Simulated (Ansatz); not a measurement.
`C/C(C=S)=C/N` and `C/C=C/N` differ in one atom or group.

Ansatz, PBE0-D4/def2-TZVP geometries, multiplicity 1. Each molecule was computed in one conformer, which needn't be the lowest.

```csv
property,`C/C(C=S)=C/N`
HOMO–LUMO gap (ωB97M-V/def2-TZVPP) / eV,8.02
HOMO energy (ωB97M-V/def2-TZVPP) / eV,-7.98
size of the dipole moment (PBE/def2-TZVPP) / D,6.10
HOMO–LUMO gap (PBE0/def2-TZVPP) / eV,3.86
HOMO–LUMO gap (PBE/def2-TZVPP) / eV,1.87
LUMO energy (PBE0/def2-TZVPP) / eV,-1.91
```

**Question.** Give the same properties after the change, and the shifts. (Estimate.)

**Answer.** The calculation gave: 
```csv
property,`C/C=C/N`,shift
HOMO–LUMO gap (ωB97M-V/def2-TZVPP) / eV,10.57,2.55
HOMO energy (ωB97M-V/def2-TZVPP) / eV,-7.92,0.06
size of the dipole moment (PBE/def2-TZVPP) / D,1.35,-4.75
HOMO–LUMO gap (PBE0/def2-TZVPP) / eV,6.88,3.02
HOMO–LUMO gap (PBE/def2-TZVPP) / eV,4.77,2.90
LUMO energy (PBE0/def2-TZVPP) / eV,1.17,3.08
```

With PBE0 the HOMO rises by 0.06 eV and the LUMO rises by 3.08 eV, so the gap widens by about 3.02 eV. PBE moves the HOMO by -0.05 eV and ωB97M-V by 0.06 eV. Dipoles are sizes alone; their direction can turn.
